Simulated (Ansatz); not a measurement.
Reaction (SMILES): [CH]=O (CH-O) → [CH-]=O (an electron is taken up)
B3LYP-D3(BJ)/def2-TZVP geometries, fixed; electronic energies without zero-point terms; positive where energy is released.
Largest species:
```xyz
3

C      0.0497     0.5837    -0.0011
O      0.0741    -0.5878    -0.0009
H     -0.8911     1.2003     0.0145
```
Charge 0, spin multiplicity 2.

Basis-set convergence of the adiabatic electron affinity at B2PLYP with Ansatz (a program for electronic structure). Cartesian d functions, on some or all atoms, in 6-31G*, 6-31+G*; all else is spherical. Cores are frozen. Open shells are unrestricted. No added dispersion term, no relativity. Functions are those of the species that has most. Reference: the value in aug-pcseg-3, 0.184 eV, itself unsure by roughly 0.046 eV (its mean distance from aug-cc-pVQZ, def2-QZVPPD). Deviations are taken from unrounded values.

```csv
basis,functions,adiabatic electron affinity (eV),minus reference (eV)
STO-3G,11,-5.277,-5.461
6-31G,20,-0.784,-0.968
pcseg-0,20,-0.588,-0.772
def2-SV(P),30,-0.637,-0.820
6-31G*,32,-0.893,-1.077
6-31+G*,40,0.065,-0.119
6-311G**,42,-0.552,-0.736
6-311+G**,50,0.062,-0.122
def2-TZVP,68,-0.110,-0.294
def2-TZVPP,76,-0.104,-0.288
jun-cc-pV(T+d)Z,92,0.145,-0.039
"6-311++G(3df,3pd)",96,0.139,-0.045
cc-pVQZ,140,-0.098,-0.282
def2-QZVPP,144,0.009,-0.175
pcseg-3,153,0.094,-0.090
aug-cc-pVQZ,206,0.179,-0.005
aug-pcseg-3,219,0.184,0.000
cc-pV5Z,237,0.039,-0.145
```
